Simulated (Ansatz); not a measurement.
# Worked example: the step energy

An elementary step of BN$_{2}$H$_{9}$, closed shell (BH₃ + NH₃ + NH₃ → BNH₄ ([BH2][NH2]) + NH₃ + H₂; B–H, H–N, H–N broken or loosened, B–N, H–H, H–N formed or tightened). “Start” and “end” are the PBE0-D4/def2-TZVP structures reached by relaxing down either side of its saddle point, with the molecules still in contact.

Computed with Ansatz 0.2.0 (basis: def2-TZVPP and def2-QZVPP); correlated methods freeze the cores.

Energies in eV:

| quantity | end | start |
| --- | --- | --- |
| Hartree–Fock, triple zeta (X = 3) | -3779.31860 | -3779.25448 |
| Hartree–Fock, quadruple zeta (X = 4) | -3779.52590 | -3779.45016 |
| MP2 correlation, X = 3 | -16.30330 | -16.57430 |
| MP2 correlation, X = 4 | -17.39599 | -17.65798 |
| CCSD(T) correlation, X = 3 | -18.01614 | -18.28807 |

Question: Work out the step energy at the basis limit: extrapolate Hartree–Fock as E(X) = E∞ + A exp(−7.88 √X) and the MP2 correlation as E(X) = E∞ + B X^−2.97 (the exponents that Neese and Valeev fitted for def2-TZVPP and QZVPP), then add CCSD(T) − MP2 in triple zeta.

Answer: Each step is linear, so take the differences first (end − start): Hartree–Fock -0.06412 (X = 3) and -0.07574 (X = 4); MP2 correlation 0.27100 and 0.26199; CCSD(T) correlation 0.27193.
Two points give E∞ = E(4) + w [E(4) − E(3)], with w = 1/(exp(7.88 (2 − √3)) − 1) = 0.1377 for Hartree–Fock and w = 1/((4/3)^2.97 − 1) = 0.7407 for the correlation.
Hartree–Fock: -0.07574 + 0.1377 × (-0.01162) = -0.0773 eV.
MP2 correlation: 0.26199 + 0.7407 × (-0.00901) = 0.2553 eV.
CCSD(T) − MP2: 0.27193 − 0.27100 = 0.0009 eV.
Sum: -0.0773 + 0.2553 + 0.0009 = 0.1789 eV, or 4.13 kcal/mol. Plain CCSD(T) in triple zeta gives 0.2078 eV, so the larger basis shifts the result by -0.0289 eV.

No T1 diagnostic of these runs exceeds 0.012.

The step is the kind of exchange with an N–H group that builds nitride films in atomic layer and chemical vapour deposition.

Labels in which every atom is bracketed show which atoms are joined, not bond orders.

For scale, one of the runs: CCSD(T)/def2-TZVPP, 219 basis functions, launched by `ansatz run in.yaml --threads 4 --pin off --events-out ev --progress --plain --max-ram 9574MiB`. Time: 45 s of wall clock on 4 CPU threads of an Arm Neoverse V1; the host was shared. Peak host memory: 3.5 GiB.
